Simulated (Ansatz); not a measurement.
A calculation with Ansatz (development build ahead of 0.2.0).

```yaml
crystal:
  periodic: [false, false, false]
  atoms:
    - { symbol: S, position_ang: [-0.82438, -0.30416, 0.19259] }
    - { symbol: O, position_ang: [-2.14931, -0.74487, 2.30597] }
basis:
  gaussian: { orbitals: STO-3G }
hamiltonian:
  xc: hf
correlation:
  method: fci
  frozen_orbitals: { O: 1, S: 5 }
```

The input is written out in the form of the current development build from the run's settings.

Output:

```yaml
Converged: yes
Reference_energy: -466.70996 hartree
Correlation_energy: -0.23309 hartree
Total_energy: -466.94305 hartree
State: lowest singlet root, of any spatial symmetry
```

Caution: another spin multiplicity may lie lower.
